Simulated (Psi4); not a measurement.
H2O, triplet, at a GFN2-xTB geometry of the parent state (a higher spin typed on purpose: for a closed-shell molecule this is an excited state); MP2/3-21G run with Psi4.

Psi4 was given this input:
```
memory 2 GB

molecule mol {
0 3
  O     0.009570    0.002064    0.113389
  H    -0.055794    0.763622   -0.466128
  H    -0.020764   -0.780134   -0.440983
}

set basis 3-21g
set reference uhf

energy('mp2')
print_variables()
```

The log (banner, timings and long lists left out):

```
    SCF Algorithm Type (re)set to DF.

   => Loading Basis Set <=

    Name: 3-21G
    Role: ORBITAL
    Keyword: BASIS

         ---------------------------------------------------------
                                   SCF
               by Justin Turney, Rob Parrish, Andy Simmonett
                          and Daniel G. A. Smith
                              UHF Reference
         ---------------------------------------------------------

  ==> Geometry <==

    Molecular point group: cs
    Full point group: Cs

    Geometry (in Angstrom), charge = 0, multiplicity = 3:

       Center              X                  Y                   Z               Mass
    ------------   -----------------  -----------------  -----------------  -----------------
         O           -0.063675092528     0.001155221844     0.000000000000    15.994914619570
         H            0.519292232272     0.762884892636     0.000000000000     1.007825032230
         H            0.491277693858    -0.781219101627     0.000000000000     1.007825032230

  Running in cs symmetry.

  Rotational constants: A =     29.08173  B =     14.02637  C =      9.46252 [cm^-1]
  Rotational constants: A = 871848.42490  B = 420500.02893  C = 283679.13221 [MHz]
  Nuclear repulsion =    9.169541792230650

  Charge       = 0
  Multiplicity = 3
  Electrons    = 10
  Nalpha       = 6
  Nbeta        = 4

  ==> Algorithm <==

  SCF Algorithm Type is DF.
  DIIS enabled.
  MOM disabled.
  Fractional occupation disabled.
  Guess Type is SAD.
  Energy threshold   = 1.00e-08
  Density threshold  = 1.00e-08
  Integral threshold = 1.00e-12

  ==> Primary Basis <==

  Basis Set: 3-21G
    Blend: 3-21G
    Number of shells: 9
    Number of basis functions: 13
    Number of Cartesian functions: 13
    Spherical Harmonics?: false
    Max angular momentum: 1

   => Loading Basis Set <=

    Name: (3-21G AUX)
    Role: JKFIT
    Keyword: DF_BASIS_SCF

  ==> Integral Setup <==

  SCF_SUBTYPE=INCORE selected. In-core MEM_DF algorithm will be used.
  Using in-core AOs.

  ==> MemDFJK: Density-Fitted J/K Matrices <==

    J tasked:                   Yes
    K tasked:                   Yes
    wK tasked:                   No
    Algorithm:                 Core
    Schwarz Cutoff:           1E-12
    Mask sparsity (%):       0.0000
    Fitting Condition:        1E-10

   => Auxiliary Basis Set <=

  Basis Set: (3-21G AUX)
    Blend: DEF2-UNIVERSAL-JKFIT
    Number of shells: 37
    Number of basis functions: 133
[...]
  @DF-UHF Final Energy:   -75.31895792563283
    Total Energy =                        -75.3189579256328301
[...]
 Magnitude           :                                                    0.0095072

 ------------------------------------------------------------------------------------

  //>>>>>>>>>>>>>>>>>>>>>>>>>>>>>>>>>>>//
  //               DFMP2               //
  //<<<<<<<<<<<<<<<<<<<<<<<<<<<<<<<<<<<//

   => Loading Basis Set <=

    Name: (3-21G AUX)
    Role: RIFIT
    Keyword: DF_BASIS_MP2

	 --------------------------------------------------------
	                          DF-MP2
	      2nd-Order Density-Fitted Moller-Plesset Theory

	        Rob Parrish, Justin Turney, Andy Simmonett,
	           Ed Hohenstein, and C. David Sherrill
	 --------------------------------------------------------

	 --------------------------------------------------------
	                 NBF =    13, NAUX =    76
	 --------------------------------------------------------
	   CLASS    FOCC     OCC    AOCC    AVIR     VIR    FVIR
	   ALPHA       0       6       6       7       7       0
	    BETA       0       4       4       9       9       0
	 --------------------------------------------------------

	-----------------------------------------------------------
	 ==================> DF-MP2 Energies <====================
	-----------------------------------------------------------
	 Reference Energy          =     -75.3189579256328301 [Eh]
	 Singles Energy            =      -0.0000000000000000 [Eh]
	 Same-Spin Energy          =      -0.0231177927085536 [Eh]
	 Opposite-Spin Energy      =      -0.0737636064362398 [Eh]
	 Correlation Energy        =      -0.0968813991447935 [Eh]
	 Total Energy              =     -75.4158393247776218 [Eh]
	-----------------------------------------------------------
	 ================> DF-SCS-MP2 Energies <==================
	-----------------------------------------------------------
	 SCS Same-Spin Scale       =       0.3333333333333333 [-]
	 SCS Opposite-Spin Scale   =       1.2000000000000000 [-]
	 SCS Same-Spin Energy      =      -0.0077059309028512 [Eh]
	 SCS Opposite-Spin Energy  =      -0.0885163277234878 [Eh]
	 SCS Correlation Energy    =      -0.0962222586263390 [Eh]
	 SCS Total Energy          =     -75.4151801842591709 [Eh]
	-----------------------------------------------------------

  Variable Map:
  ----------------------------------------------------------------------------
[...]
  Array Variable Map:
  ----------------------------------------------------------------------------
[...]
[...]
```
